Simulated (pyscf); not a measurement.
A first-order saddle from PySCF, ωB97X-D3(BJ)/def2-SVP:

```xyz
7

F     -1.1446     0.5678    -0.5140
Si    -2.1696    -0.4067     0.5510
F     -0.9421    -1.3291     1.1163
H     -2.3785     0.6308     1.6319
Si     0.6996     0.4038    -0.8898
H      0.6152     1.1890    -2.1771
H      0.6297    -1.0093    -1.4131
```
Charge 0, spin multiplicity 2.

Surface: doublet, charge 0. Lowest wavenumbers (cm⁻¹): 1402i, 79, 114, 143, 297.

Question: Which two sides does it connect, and which bonds change?

Answer: F–SiH•–F + silylene (SiH₂) [singlet] ⇌ F–SiH₂• + F–SiH: [singlet], an atom transfer read from left to right: F–Si broken and F–Si formed. At ωB97M-D3(BJ)/def2-TZVP it lies +6.6 kcal/mol from the left side and +12.1 kcal/mol from the right (each side as separated species at their lowest minima found). On the reactant side the descent ends in an adduct with a F–Si contact, 6.9 kcal/mol under the separated species and 13.8 kcal/mol under the saddle at ωB97X-D3(BJ)/def2-TZVP. On the product side the descent ends in an adduct with a F–Si contact, 6.4 kcal/mol under the separated species and 18.5 kcal/mol under the saddle at ωB97X-D3(BJ)/def2-TZVP. What is counted as formed (F–Si) is already present as a longer contact in the reactant adduct; forming that adduct is a step of its own. What is counted as broken (F–Si) persists as a longer contact in the product adduct; parting that adduct is a step of its own. The same reactants have a lower exit, to F–SiH(F)–SiH₂• (no saddle found, reaction energy -59.6 kcal/mol at ωB97M-D3(BJ), against +6.6 kcal/mol here). This is the saddle that the search found; another between the same sides may lie lower. The angle at the transferred F is 130°: a side-on saddle, likely not the lowest.
